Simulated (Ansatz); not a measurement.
A nudged elastic band was laid between two geometries of CH4BCl (7 atoms, charge 0, multiplicity 1).

All numbers below come from RKS PBE-D4/def2-SVP in Ansatz.

```json
{
  "movable images": "9",
  "climbing image": "yes",
  "spring": "5.0 eV/Å²",
  "optimiser": "quadratic models (default)",
  "start path": "through a guess of the saddle point",
  "force threshold": "0.05 eV/Å",
  "iteration limit": "60",
  "end points": "relaxed"
}
```

First end point:

```xyz
7
Properties=species:S:1:pos:R:3
B 0.244 -0.048 0.368
H -0.063 -0.332 1.510
C 1.726 0.026 -0.107
H 2.208 -0.962 0.072
H 1.872 0.314 -1.165
H 2.286 0.731 0.548
Cl -1.102 0.270 -0.726
```

Last end point:

```xyz
7
Properties=species:S:1:pos:R:3
B -1.549 0.022 0.502
H 1.284 0.223 1.034
C 2.036 0.060 0.238
H 1.956 -0.978 -0.135
H 1.853 0.766 -0.593
H 3.049 0.227 0.649
Cl -1.457 -0.320 -1.196
```

(1) Which bonds break or form, and what moves?

(2) What energy profile does the band end with?

(3) What is the geometry of the highest image?

Answers

(1) Bonds broken: B1–H2, B1–C3. Bonds formed: H2–C3. CH4BCl becomes BCl + CH4.

(2) The forces met the threshold. The highest image is number 5 of 0 to 10, 4.17 eV above the first end and 1.15 eV above the last; the last end lies 3.02 eV above the first. Neighbouring images differ by up to 2.1 eV, so the band resolves the path poorly. A vibrational analysis at the climbing image gives one clearly imaginary mode, 1237i cm⁻¹: a first-order saddle point. The orbitals stay closed-shell, which can raise the energy where a bond breaks towards radicals; this wasn't checked here.

| image | path coordinate (Å) | energy (eV) | B1–H2 (Å) | B1–C3 (Å) | H2–C3 (Å) |
| --- | --- | --- | --- | --- | --- |
| 0 | 0.00 | 0.00 | 1.22 | 1.56 | 2.44 |
| 1 | 0.49 | 0.01 | 1.22 | 1.56 | 2.45 |
| 2 | 0.98 | 0.02 | 1.22 | 1.56 | 2.46 |
| 3 | 1.47 | 0.40 | 1.19 | 1.55 | 2.19 |
| 4 | 1.95 | 2.46 | 1.16 | 1.73 | 1.79 |
| 5 | 2.44 | 4.17 | 1.26 | 2.13 | 1.49 |
| 6 | 2.80 | 3.65 | 1.49 | 2.37 | 1.23 |
| 7 | 3.15 | 3.22 | 1.82 | 2.71 | 1.13 |
| 8 | 3.50 | 3.07 | 2.16 | 3.03 | 1.12 |
| 9 | 3.86 | 3.03 | 2.51 | 3.34 | 1.11 |
| 10 | 4.21 | 3.02 | 2.89 | 3.59 | 1.11 |

(3) 
```xyz
7
Properties=species:S:1:pos:R:3:forces:R:3
B -0.345 0.103 0.542 0.00 0.00 -0.02
H 0.741 0.309 1.141 0.00 0.00 0.01
C 1.727 0.015 0.066 0.01 -0.02 0.00
H 1.765 -1.040 -0.263 0.00 0.00 0.00
H 1.735 0.728 -0.780 0.00 0.00 0.00
H 2.532 0.239 0.795 0.00 0.01 0.00
Cl -0.983 -0.354 -1.002 0.00 0.00 0.01
```

Run time: 72 s on 1 thread of AMD EPYC 9R45 96-Core Processor (Zen 5), on a shared host, peak memory 0.13 GiB.
